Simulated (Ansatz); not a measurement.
Basis-set extrapolation for CH6N2, SMILES `CNN` (PBE0-D4/def2-TZVP geometry, frozen core, Ansatz). Multiplicity 1, RHF reference.

```json
{"": "HF", "def2-TZVPP": "-150.271785", "def2-QZVPP": "-150.279503"}
{"": "MP2 correlation", "def2-TZVPP": "-0.609984", "def2-QZVPP": "-0.652211"}
{"": "CCSD(T) correlation", "def2-TZVPP": "-0.662675", "def2-QZVPP": "not run"}
```

Energies in hartree. Use E(X) = E(∞) + A·exp(−7.88·√X) for Hartree–Fock and E(X) = E(∞) + B·X^(−2.97) for correlation, with X = 3 and 4, and add CCSD(T) minus MP2 of the smaller set to the MP2 limit.

Question: What is the CCSD(T) energy at the basis-set limit?

Answer: HF limit: -150.279503 + (-0.007718) × 0.13774 = -150.28057. MP2 limit: -0.652211 + (-0.042227) × 0.74074 = -0.68349. Higher-order term: -0.662675 − (-0.609984) = -0.05269. Total: -151.01675 hartree, 216.1 kJ/mol below CCSD(T)/def2-TZVPP.
